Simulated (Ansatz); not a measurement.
Active spaces for C2H3Cl, singlet

Calculated in Ansatz's Gaussian-basis code. Basis cc-pVDZ on C/H, cc-pV(D+d)Z on Cl, nonrelativistic, no frozen core. State-specific CASSCF; RHF is the lowest restricted (open-shell) Hartree–Fock solution met. No symmetry is imposed, so a solution can break that of the shape. The lowest solution met needn't be the lowest there is, nor hold the orbitals that a chemist would pick.

Geometry:

```xyz
6

C    -0.0310    0.5045   -0.5622
C     0.0060   -0.2816   -1.6361
Cl    0.0113   -0.1015    1.0580
H    -0.0904    1.5851   -0.6125
H    -0.1729   -1.3485   -1.5773
H     0.2214    0.1507   -2.6063
```

**Question.** What do CASSCF and its corrections give against RHF in CAS(4,3), and what are the occupations?

**Answer.** CASSCF -0.801 eV, SC-NEVPT2 -12.882 eV; occupations 2.00, 1.91, 0.09.
